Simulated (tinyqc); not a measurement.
Pariser-Parr-Pople SCF with singles CI, for the molecule C=CC=CO (SMILES; centres numbered as the heavy atoms are written), step by step. One step of it, computed by the program tinyqc.

Problem. Iteration 2: orbitals and new P. Diagonalise F (the basis is taken as orthonormal) and form P = 2 sum c c over the lowest orbitals; 0.3 of the old P is kept.

F (eV), order 1C, 2C, 3C, 4C, 5O:
```
[[-5.474622, -4.810011, 0.399878, 0.461022, -0.384836],
 [-4.810011, -5.440940, -3.823031, 0.001570, 0.196431],
 [0.399878, -3.823031, -6.019880, -4.381746, 0.861438],
 [0.461022, 0.001570, -4.381746, -7.219565, -4.377444],
 [-0.384836, 0.196431, 0.861438, -4.377444, -9.165384]]
```

pi electrons, sum of z_r less the charge = 6

P after iteration 1, order 1C, 2C, 3C, 4C, 5O:
```
[[1.151639, 0.850641, -0.197460, -0.309534, 0.302819],
 [0.850641, 1.019854, 0.503542, -0.000775, -0.123295],
 [-0.197460, 0.503542, 1.211031, 0.699865, -0.387702],
 [-0.309534, -0.000775, 0.699865, 1.054920, 0.623981],
 [0.302819, -0.123295, -0.387702, 0.623981, 1.562556]]
```

Give: orbital energies; P after iteration 2.

Solution.

orbital energies (eV): [-13.7015, -11.3371, -8.1371, -1.5361, 1.3914]

P after iteration 2, order 1C, 2C, 3C, 4C, 5O:
```
[[1.1208, 0.8740, -0.1713, -0.3149, 0.2897],
 [0.8740, 1.0124, 0.4709, 0.0052, -0.1053],
 [-0.1713, 0.4709, 1.2011, 0.7269, -0.4145],
 [-0.3149, 0.0052, 0.7269, 1.0658, 0.6008],
 [0.2897, -0.1053, -0.4145, 0.6008, 1.5998]]
```
